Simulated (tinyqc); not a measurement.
Worked calculation: extended Hueckel theory, for N2. Computed by tinyqc, a small Python program that keeps every step (integrals from PySCF). Settings: charge = 0, K = 1.5, weighted = 1, multiplicity = 1. Command: `OMP_NUM_THREADS=1 python tinyqc.py 29886 29887 out.jsonl` (the two numbers bound the seeds that draw the settings). One thread of a shared host (Intel(R) Xeon(R) Processor @ 2.60GHz), about 0.01 s of CPU time with the checks.

## Overlaps

Geometry (angstrom):
```
atom        x        y        z
N     0.00000  0.00000  0.00000
N     0.00000  0.00000  1.23800
```

Parameters chosen for this run:
```
element  shell  Slater exponent  H_ii (eV)
N           2s          1.95000  -26.00000
N           2p          1.95000  -13.40000
```

Slater orbitals, each expanded in six Gaussians scaled to its exponent.

overlap S, order 1N 2s, 1N 2px, 1N 2py, 1N 2pz, 2N 2s, 2N 2px, 2N 2py, 2N 2pz:
```
[[1.00000, 0.00000, 0.00000, 0.00000, 0.36529, 0.00000, 0.00000, -0.38410],
 [0.00000, 1.00000, 0.00000, 0.00000, 0.00000, 0.21108, 0.00000, 0.00000],
 [0.00000, 0.00000, 1.00000, 0.00000, 0.00000, 0.00000, 0.21108, 0.00000],
 [0.00000, 0.00000, 0.00000, 1.00000, 0.38410, 0.00000, 0.00000, -0.33211],
 [0.36529, 0.00000, 0.00000, 0.38410, 1.00000, 0.00000, 0.00000, 0.00000],
 [0.00000, 0.21108, 0.00000, 0.00000, 0.00000, 1.00000, 0.00000, 0.00000],
 [0.00000, 0.00000, 0.21108, 0.00000, 0.00000, 0.00000, 1.00000, 0.00000],
 [-0.38410, 0.00000, 0.00000, -0.33211, 0.00000, 0.00000, 0.00000, 1.00000]]
```

## Wolfsberg-Helmholz matrix

diagonal H_ii (eV): [-26.00000, -13.40000, -13.40000, -13.40000, -26.00000, -13.40000, -13.40000, -13.40000]

K = 1.50000

H_ij = K' S_ij (H_ii + H_jj)/2 for i != j (the diagonal keeps H_ii), with K' = K + D^2 + D^4 (1 - K), D = (H_ii - H_jj)/(H_ii + H_jj), K = 1.5.

H (eV), order 1N 2s, 1N 2px, 1N 2py, 1N 2pz, 2N 2s, 2N 2px, 2N 2py, 2N 2pz:
```
[[-26.00000, 0.00000, 0.00000, 0.00000, -14.24629, 0.00000, 0.00000, 12.08459],
 [0.00000, -13.40000, 0.00000, 0.00000, 0.00000, -4.24279, 0.00000, 0.00000],
 [0.00000, 0.00000, -13.40000, 0.00000, 0.00000, 0.00000, -4.24279, 0.00000],
 [0.00000, 0.00000, 0.00000, -13.40000, -12.08459, 0.00000, 0.00000, 6.67540],
 [-14.24629, 0.00000, 0.00000, -12.08459, -26.00000, 0.00000, 0.00000, 0.00000],
 [0.00000, -4.24279, 0.00000, 0.00000, 0.00000, -13.40000, 0.00000, 0.00000],
 [0.00000, 0.00000, -4.24279, 0.00000, 0.00000, 0.00000, -13.40000, 0.00000],
 [12.08459, 0.00000, 0.00000, 6.67540, 0.00000, 0.00000, 0.00000, -13.40000]]
```

## Orbitals

valence electrons = 10

Solve H C = S C e through S^(-1/2); fill by pairs from the bottom, a degenerate level sharing its electrons equally; each orbital has its largest coefficient positive (the first on a tie).

orbital energies (eV): [-29.49985, -21.52109, -14.56777, -14.56777, -13.42657, -11.60733, -11.60733, 11.26398]

occupations: [2.00000, 2.00000, 2.00000, 2.00000, 2.00000, 0.00000, 0.00000, 0.00000]

coefficients, order 1N 2s, 1N 2px, 1N 2py, 1N 2pz, 2N 2s, 2N 2px, 2N 2py, 2N 2pz:
```
[[0.59816, 0.64968, 0.00000, 0.00000, -0.20189, 0.00000, 0.00000, 0.88668],
 [0.00000, 0.00000, -0.14260, 0.62651, 0.00000, -0.47751, 0.63700, 0.00000],
 [0.00000, 0.00000, 0.62651, 0.14260, 0.00000, 0.63700, 0.47751, 0.00000],
 [0.02345, -0.32430, 0.00000, 0.00000, 0.63869, 0.00000, 0.00000, 1.02131],
 [0.59816, -0.64968, 0.00000, 0.00000, -0.20189, 0.00000, 0.00000, -0.88668],
 [0.00000, 0.00000, -0.14260, 0.62651, 0.00000, 0.47751, -0.63700, 0.00000],
 [0.00000, 0.00000, 0.62651, 0.14260, 0.00000, -0.63700, -0.47751, 0.00000],
 [-0.02345, -0.32430, 0.00000, 0.00000, -0.63869, 0.00000, 0.00000, 1.02131]]
```

sum of one-electron energies = -187.16608 eV

Within a degenerate level the vectors are fixed only up to a rotation; this is one choice.

## Mulliken analysis

P = C n C^T; charge = valence electrons (N 5) minus the sum of (P S)_ii on the atom; overlap population = 2 sum P_ij S_ij between two atoms.

charges: [0.00000, 0.00000]

Overlap populations:
```
pair     value
2-1   1.360013
```
